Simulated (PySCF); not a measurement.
Si₂, singlet in 6-31G: errors against full CI

Geometry: a point of a stretch scan, not a stationary point.

```xyz
2

Si    0.0000    0.0000    0.0000
Si    0.0000    0.0000    3.2200
```

Basis 6-31G; PySCF 2.14.0. Correlated methods freeze the noble-gas cores, which leaves 8 electrons in 16 orbitals. R marks a restricted (for open shells ROHF) determinant.

Full CI is exact within this basis and frozen core; it isn't the basis-set limit.

The determinant fills πx and πy unequally, so it is a mixture of Σ and Δ, which weighs on every level built on one determinant.

```
UHF ⟨S²⟩                          : 1.906
T1 diagnostic (ROHF- or RHF-based CCSD)             : 0.0273
largest doubles amplitude (ROHF- or RHF-based CCSD) : 0.473
```

```json
{"level": "RHF", "E − E(full CI) (kJ/mol)": "418.3", "share of correlation (%)": "0.00", "wall time": "–"}
{"level": "RMP2", "E − E(full CI) (kJ/mol)": "85.0", "share of correlation (%)": "79.67", "wall time": "–"}
{"level": "RCCSD", "E − E(full CI) (kJ/mol)": "28.2", "share of correlation (%)": "93.27", "wall time": "–"}
{"level": "RCCSD(T)", "E − E(full CI) (kJ/mol)": "8.4", "share of correlation (%)": "97.98", "wall time": "0.32 s"}
{"level": "RCCSDT", "E − E(full CI) (kJ/mol)": "9.7", "share of correlation (%)": "97.68", "wall time": "–"}
{"level": "RCCSDT(Q)", "E − E(full CI) (kJ/mol)": "3.6", "share of correlation (%)": "99.15", "wall time": "1.6 s"}
```

The correlation energy at full CI, counted from RHF, is -4.335 eV. The search over symmetries took 14 min on 1 thread of Intel Xeon, shared host; the state has 414,864 determinants.

Times are those of the correlated step on a shared host, with one SCF added for the restricted CCSD run; they ran on 1 thread of Intel Xeon.

The full-CI state has the irrep Ag of D2h, in the program's axes (one component, if the state is degenerate).

Natural occupations of full CI about the gap: 1.955 1.941 1.799 0.831 0.738 0.262 0.234 0.197 0.009 0.006; effectively unpaired electrons, Σ n²(2−n)², 2.47. No single determinant describes this state well, so single-reference rows can miss without a flag.
